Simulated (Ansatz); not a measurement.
# Redistribution: C2H4ClF + C2H4Cl2 → CHCl2F + C3H7Cl

Species: C2H4ClF (1-chloro-1-fluoroethane) `CC(F)Cl`, singlet; C2H4Cl2 (1,1-dichloroethane) `CC(Cl)Cl`, singlet; CHCl2F (dichlorofluoromethane) `FC(Cl)Cl`, singlet; C3H7Cl (2-chloropropane) `CC(C)Cl`, singlet. The partners trade CH3 for Cl; both sit on C, so the bond types are kept.

Shapes, held fixed at every level: PBE0-D4/def2-TZVP. Programs: Ansatz 0.2.0. The zero-point and thermal change to 298 K, harmonic and unscaled (PBE0-D4/def2-TZVP), is -0.3 kJ/mol.

Q: Estimate ΔH(298 K) of this reaction.

A: The highest level, CCSD(T)/CBS estimate, gives ΔH(298 K) = +15.6 kJ/mol; the levels span +11.4 to +16.6. The column of differences is taken from that level and isn't an error. No measured value is set beside it here. The CBS estimate extrapolates MP2 from def2-TZVPP and def2-QZVPP and adds CCSD(T) − MP2 in the triple-zeta set, cores frozen.

| level | kind | ΔH(298 K) (kJ/mol) | less CCSD(T)/CBS estimate |
| --- | --- | --- | --- |
| SPW92/def2-TZVPP | LDA | +11.4 | -4.2 |
| r2SCAN-D4/def2-TZVPP | meta-GGA | +13.5 | -2.1 |
| B3LYP-D4/def2-TZVPP | global hybrid | +14.6 | -1.0 |
| BHLYP-D4/def2-TZVPP | global hybrid | +16.6 | +1.0 |
| PBE0-D4/def2-TZVPP | global hybrid | +13.5 | -2.1 |
| MP2/def2-SVP | perturbation theory | +12.6 | -3.0 |
| MP2/def2-TZVPP | perturbation theory | +14.7 | -0.9 |
| CCSD(T)/CBS estimate | coupled cluster or CI | +15.6 | 0.0 |
